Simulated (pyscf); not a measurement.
Optimised with ωB97X-D3(BJ)/def2-SVP in PySCF.

Question: List the bond dissociation enthalpies at 298 K of F–WH₂(F)(F)–F from ωB97M-D3(BJ)/def2-TZVP, from the weakest bond up.

Answer: H–W to [F–WH(F)(F)–F]• + H•: 198.2 kJ/mol; F–W to F• + [F–WH₂(F)–F]•: 457.9 kJ/mol. Ring and multiple bonds, and those that leave no two simple radicals, are not listed. The radicals are drawn with the spin at the cut bond; how far it spreads was not checked. Left out: the spin-orbit lowering of F. Open-shell species with a d-block atom are single-reference here; other states, and whether the spin sits on metal or ligand, were not checked. Elements past Kr carry the def2 core potentials, without spin-orbit coupling.
